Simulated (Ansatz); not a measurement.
O–CH$_{2}$, triplet: reading a ladder of total energies

Geometry: displaced at random from a stationary point.

```xyz
4

O     0.0691    0.0001    0.6383
C    -0.0958    0.0085   -0.6545
H    -0.0192   -0.9807   -1.1754
H     0.0639    0.8775   -1.1572
```

Basis cc-pVDZ; Ansatz 0.2.0. Correlated methods freeze the noble-gas cores, which leaves 12 electrons in 36 orbitals. Prefix R: restricted or restricted open-shell reference; prefix U: unrestricted.

Full CI isn't at hand for all of this; UCCSDT(Q) serves as the reference, and is uncertain by the last step of the cluster series or more.

UCCSD has a T1 diagnostic of 0.026 and a largest doubles amplitude of 0.04.

Runs differ by some tens of microhartree through their thresholds and, for an open shell, their frozen cores, so steps under 0.03 kcal/mol mean nothing.

```tsv
level	total energy (hartree)
UHF	-113.798486
UMP2	-114.058758
UCCSD	-114.089376
UCCSD(T)	-114.095980
UCCSDT	-114.096778
UCCSDT(Q)	-114.097289
```

Question: What is the correlation energy at UCCSDT(Q), and what share of it do UMP2 and UCCSD recover?

Answer: E(corr) = -114.097289 − (-113.798486) = -0.298803 hartree = -8.131 eV. UMP2: -0.260272 / -0.298803 = 87.10 %. UCCSD: -0.290890 / -0.298803 = 97.35 %.

Question: By how many kcal/mol does UCCSD(T) miss UCCSDT(Q) (1 hartree = 627.509 kcal/mol), and which steps make up the rest?

Answer: -114.095980 − (-114.097289) = 0.001309 hartree = 0.82 kcal/mol. Steps: UCCSDT − UCCSD(T) = -0.50, UCCSDT(Q) − UCCSDT = -0.32 kcal/mol. Differences between like states or geometries often cancel part of this.
